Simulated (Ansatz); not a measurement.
Results of r²SCAN-D4 in Ansatz (plane waves, PAW) for chalcopyrite CdSnAs₂.

Run with plane-wave cutoff 560 eV, 8×8×8 k mesh, Fermi–Dirac smearing 0.01 eV, scalar-relativistic PAW data made under PBE.

Computed points:

| V (Å³/atom) | E − E_lowest (meV/atom) | P (GPa) |
|---|---|---|
| 26.921 | 8.60 | 2.557 |
| 27.482 | 2.06 | 1.202 |
| 28.043 | 0.00 | 0.001 |
| 28.604 | 1.92 | -1.077 |
| 29.165 | 7.41 | -2.041 |

Question: Estimate the bulk modulus from the pressures at 27.482 and 28.604 Å³/atom, and compare it with a fit to all energies.

Answer: B = −V dP/dV. Between V = 27.482 and 28.604 Å³/atom, dP/dV = (-1.077 − (1.202))/(28.604 − 27.482) = -2.03 GPa per Å³/atom; at the midpoint 28.043 Å³/atom this gives B ≈ 57.0 GPa. The third-order Birch–Murnaghan fit gives V0 = 28.043 Å³/atom, B0 = 56.9 GPa, B′ = 4.6, which lies within 1 % of that estimate.

Shape and atoms are relaxed at each volume.

Note: the relaxation could not lower the start's symmetry, so the cell can be a saddle point above a distorted one; the bulk modulus comes from volumes at which shape and atoms were relaxed.

Spin–orbit coupling is not included.

Computed values are for the static lattice.

It cost very roughly 40 core-minutes of CPU time.

Ansatz is an electronic-structure program.
